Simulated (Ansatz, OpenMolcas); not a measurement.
# N2H3 (hydrazinyl radical): the vertical ionisation energy from total energies

The species is N2H3 (5 atoms), meant as a doublet with charge 0. SMILES: `[NH]N`. The shape is that of a GFN2-xTB optimisation. This is one conformer, not always the lowest.

Both states at this one shape; open shells run unrestricted unless said. 1 Eh = 27.2114 eV.

```tsv
level	program	doublet N2H3 (Eh)	singlet [N2H3]+ (Eh)
USVWN5/STO-3G	Ansatz	-108.809425	-108.591272
UPBE/STO-3G	Ansatz	-109.607393	-109.382778
UM06-2X/STO-3G	OpenMolcas	-109.730691	-109.493867
```

Question: Work out the vertical ionisation energy at each level.

Answer: 
1. USVWN5/STO-3G: -108.591272 − (-108.809425) = 0.218153 Eh = 5.94 eV.
2. UPBE/STO-3G: -109.382778 − (-109.607393) = 0.224615 Eh = 6.11 eV.
3. UM06-2X/STO-3G: -109.493867 − (-109.730691) = 0.236824 Eh = 6.44 eV.

No measured value is set beside it here; the levels span 5.94 to 6.44 eV. Minimal sets are far from the basis-set limit.
